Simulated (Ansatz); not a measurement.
# WC: computed properties

The calculation used DFT r2SCAN, scalar-relativistic, plane waves, PAW in Ansatz.

Plane waves to 500 eV, a k mesh through Γ of 18×18×14 on the computed 2-atom cell and Gaussian smearing (0.10 eV); no spin polarisation.

The structure is relaxed at this level of theory with its symmetry kept.

```xyz
2
Lattice="2.9121 0.0000 0.0000 -1.4560 2.5220 0.0000 0.0000 0.0000 2.8361" Properties=species:S:1:pos:R:3 pbc="T T T"
W     0.0000    0.0000    0.0000
C     1.4560    0.8407    1.4181
```

| Quantity | Value |
| --- | --- |
| Space group | P-6m2 (No. 187) |
| Volume per atom | 10.41 Å³ |
| Formation energy from the elements' standard states (uncorrected) | -0.176 eV/atom |
| Generalised Kohn–Sham band gap | none (metal) |
| Density of states at the Fermi level | 0.27 states/eV per cell |
| Löwdin character within 0.5 eV of the Fermi level | W 5d 73 %, C 2p 21 % |
| Bulk modulus | 400 GPa |
| Its pressure derivative | 4.2 |
| Bader charges (e) | W (1 in the cell) 1.48, C (1 in the cell) -1.48 |

Spin-orbit coupling is left out, which matters for the bands of heavy elements.